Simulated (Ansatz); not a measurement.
Ansatz (an electronic-structure program) input:

Ansatz 0.2 input:
```yaml
crystal:
  periodic: [false, false, false]
  atoms:
    - {symbol: C, position_ang: [-0.00000000, -0.00000000, -0.49689011]}
    - {symbol: N, position_ang: [0.00000000, 0.00000000, 0.64927938]}
    - {symbol: H, position_ang: [-0.00000000, -0.00000000, -1.56361504]}
basis:
  gaussian:
    orbitals: def2-TZVPD
hamiltonian:
  xc: {name: wB97M-V}
magnetization: {spin_polarized: true, initial_magnetization: 2}
```

Q: Predict the final energy.

A: -93.17980 Eh (wB97M-V/def2-TZVPD). The basis has 83 functions.

This state (charge 0, triplet) is run at the relaxed geometry of the species with charge 0 and multiplicity 1, and is a spin state other than that species' own.
